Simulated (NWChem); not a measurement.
**One shape, several levels: C3H5F (allyl fluoride)**

We compute a comparison of 5 runs (HF/STO-3G, HF/3-21G, B3LYP/6-31G*, MP3/def2-SVP) of C3H5F (allyl fluoride). 

The results are computed with NWChem 7.3.0.

2 further runs of the same task are left out: 2 set aside as unsound or not needed.

## (1) Starting point

C3H5F: 9 atoms, total charge 0, spin state singlet. SMILES: `C=CCF`. The coordinates come from a PBE0-D4/def2-TZVP relaxation. This is one conformer, not always the lowest.

Bond lengths: C1–C2 1.324 Å, C2–C3 1.486 Å, C3–F4 1.387 Å, C1–H5 1.084 Å, C1–H6 1.086 Å, C2–H7 1.087 Å, C3–H8 1.096 Å, C3–H9 1.094 Å. Some angles: C1–C2–C3 123.6°, C2–C3–F4 110.3°, C1–C2–H7 120.6°, C3–C2–H7 115.9°, C2–C1–H5 121.7°, C2–C1–H6 121.3°, C2–C3–H8 111.1°, C2–C3–H9 111.2°, F4–C3–H8 106.9°, F4–C3–H9 108.2°.

## (2) Energy and gradient at HF/STO-3G (run 1)

Contents of geom.nw:

```
start geom
title "C3H5F"
memory total 2200 mb

geometry noautosym nocenter noautoz
C    -0.578000    1.122500   -0.608000
C     0.352500    0.215400   -0.353400
C     0.200500   -0.852800    0.668500
F     0.430500   -2.098200    0.102300
H    -0.422500    1.909200   -1.336700
H    -1.531700    1.114000   -0.089100
H     1.299800    0.230700   -0.886500
H     0.929800   -0.730800    1.477200
H    -0.806800   -0.852300    1.094700
end

basis spherical bse
* library STO-3G
end

scf
thresh 1e-08
maxiter 80
noprint "final vectors analysis"
end

task scf gradient
```

The run is started by

```console
$ nwchem geom.nw > geom.out
```

The program printed:

```text
[...]
  functions       =    25
[...]
  wavefunction    = RHF
[...]
         Total SCF energy =   -213.103330592529
      One-electron energy =   -521.083141274709
      Two-electron energy =    193.399194136086
 Nuclear repulsion energy =    114.580616546095
        Time for solution =      1.0s
[...]
                         RHF ENERGY GRADIENTS
    atom               coordinates                        gradient
                 x          y          z           x          y          z
   1 C      -1.092262   2.121217  -1.148953   -0.016886   0.016571  -0.003942
   2 C       0.666128   0.407047  -0.667829    0.013791  -0.046589   0.025133
   3 C       0.378890  -1.611558   1.263282    0.000233   0.032485  -0.015119
   4 F       0.813527  -3.965023   0.193319   -0.000800   0.008513   0.003800
   5 H      -0.798409   3.607865  -2.525997    0.002043   0.001455  -0.000756
   6 H      -2.894493   2.105155  -0.168375   -0.002847  -0.001947   0.001934
   7 H       2.456266   0.435960  -1.675242    0.002392  -0.000033  -0.001639
   8 H       1.757067  -1.381012   2.791503   -0.000243  -0.005734  -0.005478
   9 H      -1.524631  -1.610613   2.068683    0.002318  -0.004720  -0.003932
[...]
```

Wall time 1.7 s (1 thread of Intel Xeon Platinum 8488C (Sapphire Rapids), shared host); peak memory 0.098 GiB.

## (3) Energy and gradient at HF/3-21G (run 2)

Contents of run.py:

```python
from ase import Atoms
from ase.calculators.nwchem import NWChem

molecule = Atoms(['C', 'C', 'C', 'F', 'H', 'H', 'H', 'H', 'H'], positions=[
    [-0.578000, 1.122500, -0.608000],
    [0.352500, 0.215400, -0.353400],
    [0.200500, -0.852800, 0.668500],
    [0.430500, -2.098200, 0.102300],
    [-0.422500, 1.909200, -1.336700],
    [-1.531700, 1.114000, -0.089100],
    [1.299800, 0.230700, -0.886500],
    [0.929800, -0.730800, 1.477200],
    [-0.806800, -0.852300, 1.094700],
])

calc = NWChem(
    label='c3h5f',
    theory='scf',
    memory='2200 mb',
    basis='3-21G',
    basispar='spherical bse',
    scf={'nopen': '0', 'rhf': None, 'thresh': '1e-08', 'maxiter': '80'},
)
molecule.calc = calc

forces = molecule.get_forces()
print(f"energy = {molecule.get_potential_energy():.6f} eV")
print("forces (eV/A):")
for s, f in zip(molecule.symbols, forces):
    print(f"{s:2s} {f[0]:10.5f} {f[1]:10.5f} {f[2]:10.5f}")
print("dipole (e A):", molecule.get_dipole_moment().round(4))
```

The run is started by

```console
$ export ASE_NWCHEM_COMMAND="nwchem PREFIX.nwi > PREFIX.nwo"
$ python run.py
```

The program printed:

```text
energy = -5843.219725 eV
forces (eV/A):
C     0.24935   -0.17000    0.09765
C    -0.04556    0.80100   -0.56713
C    -0.30771    0.34201    1.09709
F     0.22173   -0.87747   -0.44537
H    -0.10583   -0.31424    0.28344
H     0.35281    0.05605   -0.23428
H    -0.43611   -0.04268    0.22765
H    -0.38654    0.08793   -0.32756
H     0.45786    0.11745   -0.13149
dipole (e A): [-0.0696  0.4454  0.1582]
```

The calculator wrote c3h5f.nwi:

```
title "c3h5f"

permanent_dir c3h5f

scratch_dir c3h5f

start c3h5f

geometry units angstrom nocenter noautosym noautoz
  C  -5.7799999999999996e-01 1.1225000000000001e+00 -6.0799999999999998e-01
  C  3.5249999999999998e-01 2.1540000000000001e-01 -3.5339999999999999e-01
  C  2.0050000000000001e-01 -8.5280000000000000e-01 6.6849999999999998e-01
  F  4.3049999999999999e-01 -2.0981999999999998e+00 1.0230000000000000e-01
  H  -4.2249999999999999e-01 1.9092000000000000e+00 -1.3367000000000000e+00
  H  -1.5317000000000001e+00 1.1140000000000001e+00 -8.9099999999999999e-02
  H  1.2998000000000001e+00 2.3069999999999999e-01 -8.8649999999999995e-01
  H  9.2979999999999996e-01 -7.3080000000000001e-01 1.4772000000000001e+00
  H  -8.0679999999999996e-01 -8.5229999999999995e-01 1.0947000000000000e+00
end

memory 2200 mb

basis spherical bse noprint
   * library 3-21G
end

scf
  nopen 0
  rhf
  thresh 1e-08
  maxiter 80
end

task scf gradient
```

c3h5f.nwo:

```text
Northwest Computational Chemistry Package (NWChem) 7.3.0
             --------------------------------------------------------

           Job information
           ---------------

    nwchem branch   = 7.3.0
    use scalapack   = T
    input           = c3h5f.nwi
    prefix          = c3h5f.
    data base       = c3h5f/c3h5f.db
    status          = startup
    nproc           =        1

           Memory information
           ------------------

[... 5 lines left out ...]
    hardfail = no
[... 133 lines left out ...]
         Quadratically convergent ROHF
[... 15 lines left out ...]
       Final RHF  results
[... 4 lines left out ...]
      Two-electron energy =    191.931792657033
[... 35 lines left out ...]
                       ROHF Final Molecular Orbital Analysis
[... 216 lines left out ...]
                 ----------------------------------------
                 |  Time  |  1-e(secs)   |  2-e(secs)   |
                 ----------------------------------------
                 |  CPU   |       0.00   |       0.16   |
                 ----------------------------------------
                 |  WALL  |       0.00   |       0.16   |
                 ----------------------------------------

 Task  times  cpu:        1.4s     wall:        1.4s
 Total times  cpu:        1.4s     wall:        1.4s
```

Wall time 2.4 s (1 thread of Intel Xeon Platinum 8488C (Sapphire Rapids), shared host); peak memory 0.099 GiB.

Runs 3 to 4 aren't shown in full; the table further down has their settings and results.

## (4) The energy at MP3/def2-SVP (run 5)

Contents of geom.nw:

```
start geom
title "C3H5F"
memory stack 330 mb heap 110 mb global 1760 mb

geometry units angstrom noautosym nocenter noautoz
C       -0.578000       1.122500      -0.608000
C        0.352500       0.215400      -0.353400
C        0.200500      -0.852800       0.668500
F        0.430500      -2.098200       0.102300
H       -0.422500       1.909200      -1.336700
H       -1.531700       1.114000      -0.089100
H        1.299800       0.230700      -0.886500
H        0.929800      -0.730800       1.477200
H       -0.806800      -0.852300       1.094700
end

basis spherical bse
C library def2-SVP
F library def2-SVP
H library def2-SVP
end

scf
thresh 1e-08
maxiter 80
end

tce
scf
mbpt3
freeze core 4
maxiter 60
end

task tce
```

The run is started by

```console
$ nwchem geom.nw > geom.out
```

The program printed:

```text
[...]
  functions       =    81
[...]
  wavefunction    = RHF
[...]
         Total SCF energy =   -215.755176066229
      One-electron energy =   -522.523326413897
      Two-electron energy =    192.187533801573
 Nuclear repulsion energy =    114.580616546095
        Time for solution =      7.0s
[...]
         Wavefunction type : Restricted Hartree-Fock
          No. of electrons :    32
[...]
         Spin multiplicity : singlet
[...]
```

Run time: 25 s. Hardware: 1 thread of Intel Xeon Platinum 8488C (Sapphire Rapids), shared host; peak memory 1.1 GiB.

## (5) Overview of the runs

```csv
run,level,iteration cap,module,energy (Eh),dipole moment (D),largest force (eV/Å),wall time
1,HF/STO-3G,80,scf,-213.103331,1.21,2.813,1.7 s
2,HF/3-21G,80,scf,-214.734366,2.29,1.190,2.4 s
3,B3LYP/6-31G* (spherical functions),100,dft,-217.126544,1.71,0.409,29 s
4,B3LYP/6-31G* (Cartesian functions),100,dft,-217.130049,1.71,0.402,31 s
5,MP3/def2-SVP,80,tce,-216.374935,–,–,25 s
```

## (6) Results

| quantity | value |
| --- | --- |
| run 5: total energy | -216.37493 Eh |
| run 5: HOMO energy (Hartree–Fock orbitals) | -10.55 eV |
| run 5: LUMO energy (Hartree–Fock orbitals) | 4.10 eV |
| run 5: HOMO–LUMO gap (Hartree–Fock orbitals) | 14.66 eV |
| run 5: correlation energy (4 core orbitals frozen) | -619.8 mEh |

In words: Over runs 1, 2, 3, 4 the dipole moment (its size) runs from 1.21 D (HF/STO-3G) to 2.29 D (HF/3-21G). Over runs 2, 3, 4 the HOMO–LUMO gap runs from 7.56 eV (B3LYP/6-31G*) to 14.95 eV (HF/3-21G). The two ends differ in method and basis. In run 1 the basis is minimal, so the values are rough. All runs together took 89 s, the longest 31 s.
